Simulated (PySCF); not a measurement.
**Static response to an electric field**

3-pyrroline, C4H7N.
Structure used (GFN2-xTB), in Å, numbered top down from 1:
```
atom  x, y, z in Å
C1     0.367    1.168    0.099
C2    -0.907    0.829    0.024
C3    -1.030   -0.655   -0.201
N4     0.315   -1.191    0.031
C5     1.234   -0.052   -0.067
H6     0.782    2.150    0.233
H7    -1.767    1.471    0.084
H8    -1.315   -0.851   -1.243
H9    -1.773   -1.128    0.444
H10    0.364   -1.579    0.967
H11    2.039   -0.112    0.669
H12    1.692   -0.051   -1.066
```

Level: PBE0/def2-SVPD (PySCF), static field, nuclei fixed, core orbitals frozen in the response. The polarisability tensor in these axes (au):

```
x   62.20  2.46  1.07
y    2.46 53.57  0.41
z    1.07  0.41 42.90
```

Give the principal values, the mean and the anisotropy Δα = √{½[(α1 − α2)² + (α2 − α3)² + (α1 − α3)²]}.

Principal values 42.84, 52.92 and 62.92 au; mean 52.89 au = 7.84 Å³ = 8.72 × 10⁻⁴⁰ C²·m²/J; Δα = 17.39 au (33 % of the mean).

What is the dipole moment, and where does it point?

(-0.26, 0.76, 0.91) D, 1.21 D in size, pointing from the negative to the positive side. Measured along this direction, the outermost atoms are H12 and H8 at the negative end and H7 and H6 at the positive end.

Rayleigh depolarisation ratio (linearly polarised light, static tensor)?

ρ = 3Δα²/(45ᾱ² + 4Δα²) = 907.3/(125889 + 1209.7) = 0.00714.

What molar refraction does this α imply?

Lorentz–Lorenz: R = (4π/3)N_A α = 2.5225 cm³/(mol·Å³) × 7.84 Å³ = 19.8 cm³/mol, in the limit of long wavelengths.

Refractivity n − 1 of an ideal gas of it at 298.15 K and 1 atm, from the electronic α?

N = p/kT = 2.4615 × 10¹⁹ cm⁻³, so n − 1 = 2π × N × 7.84 × 10⁻²⁴ cm³ = 1212 × 10⁻⁶ at long wavelengths.

What are the principal values of the traceless quadrupole moment, Θ = ½Σq(3rr − r²1), about the centre of nuclear charge?

-5.32, 1.60, 3.72 D·Å. The values depend on the origin, since the dipole doesn't vanish. The electronic extent ⟨r²⟩ about the same centre is 349 bohr², a root-mean-square distance of 1.60 Å for the 38 electrons.

In a dilute gas of rigid molecules at 250 K, how does the orientational term μ²/3kT compare with the electronic polarisability?

In Gaussian units μ²/3kT = 14.16 Å³ against 7.84 Å³, a ratio of 1.81; the Debye molar polarisation (4π/3)N_A(α + μ²/3kT) is 55.5 cm³/mol, leaving out the vibrational part.

Isolated species at its GFN2-xTB geometry (one conformer only).
